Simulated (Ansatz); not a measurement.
`NN`. Total charge 0; spin multiplicity 1.

```xyz
6

N     0.5051   -0.5154    0.1680
N    -0.6076    0.3570    0.2288
H     0.8861   -0.5997   -0.7682
H     1.2274   -0.1486    0.7723
H    -0.5667    1.0932   -0.4676
H    -1.4442   -0.1864    0.0668
```

Task: What are the harmonic wavenumbers in cm⁻¹ at PBE0-D4/def2-TZVP (Ansatz, finite differences of forces, unscaled)? (Best estimate.)

Result: The calculation gave: 466, 810, 972, 1152, 1305, 1337, 1681, 1695, 3488, 3495, 3593, 3599.

Task: Is this a minimum?

Result: Yes, all 12 modes are real.

Task: Give the ideal-gas thermochemistry at 298.15 K and 1 bar (rigid rotor, harmonic oscillator; point group C2, symmetry number 2).

Result: Zero-point energy 141.1 kJ/mol; H(298) − E = 152.1 kJ/mol; entropy 230.0 J/(mol·K), of which translation 152.1, rotation 73.0, vibration 4.9; G(298) − E = 83.5 kJ/mol.

Task: Rotational constants (cm⁻¹)?

Result: 4.881, 0.8263, 0.8251.
